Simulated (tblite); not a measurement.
Species: C₆H₆N₂.
SMILES: `c1cc2[nH]ccc2[nH]1`

Calculated harmonic vibrations of the isolated species, GFN2-xTB (tblite), most abundant isotopes, no scaling. This tight-binding method is rough: wavenumbers can miss measured ones by several per cent, in bad cases by 10 to 20.

Harmonic wavenumbers (cm⁻¹): 239.0, 321.2, 419.3, 457.9, 464.5, 566.6, 579.7, 658.4, 697.1, 712.2, 744.0, 768.2, 784.4, 794.6, 859.4, 940.8, 1053.5, 1073.9, 1089.0, 1110.5, 1173.8, 1186.1, 1266.1, 1315.7, 1360.0, 1422.6, 1478.0, 1526.2, 1527.3, 1627.1, 3147.2, 3149.8, 3164.7, 3166.8, 3495.8, 3496.9.

A = 5287, B = 2222, C = 1565 MHz; mass 106.053 u (most abundant isotopes); point group C2h, symmetry number 2.

**Question.** Zero-point energy?

**Answer.** Half the sum of the wavenumbers: 23919 cm⁻¹ = 286.14 kJ/mol.

**Question.** Give the ideal-gas entropy at 400 K and 1 bar in the rigid-rotor, harmonic-oscillator model (classical rotation).

**Answer.** Translation 173.13, rotation 111.96, vibration 66.41: S = 351.5 J/(mol K).

**Question.** And Cp and H(400 K) − H(0)?

**Answer.** Cp = 147.02 J/(mol K), of which vibrations give 113.77 (their classical limit is 36 R = 299.3); H(400 K) − H(0) = 31.10 kJ/mol without the zero-point energy, 17.80 from vibrations.

**Question.** How do the functions run with temperature in this model?

**Answer.** 
| T (K) | S (J/(mol K)) | Cp (J/(mol K)) | H − H(0) (kJ/mol) | G − H(0) (kJ/mol) | ln q(vib) |
| --- | --- | --- | --- | --- | --- |
| 50 | 216.0 | 33.7 | 1.67 | -9.13 | 0.00 |
| 100 | 241.0 | 40.6 | 3.49 | -20.61 | 0.05 |
| 298.15 | 313.8 | 110.5 | 17.94 | -75.62 | 1.39 |
| 373.15 | 341.6 | 138.0 | 27.27 | -100.19 | 2.28 |
| 500 | 387.6 | 176.3 | 47.32 | -146.47 | 4.05 |
| 750 | 469.3 | 225.3 | 98.10 | -253.85 | 7.90 |
| 1000 | 538.4 | 254.7 | 158.38 | -380.05 | 11.76 |

q(vib) and H(0) count from the zero-point level.

**Question.** What must be added to the electronic energy to get the Gibbs energy at 400 K and 1 bar?

**Answer.** ZPE + [H(400 K) − H(0)] − T·S = 286.14 + 31.10 − 140.60 = 176.64 kJ/mol.

Hindered rotation and anharmonicity are outside this model.

Run on one thread of an x86-64 server, no GPU, on a shared host. This covers the Hessian and the dipole derivatives.
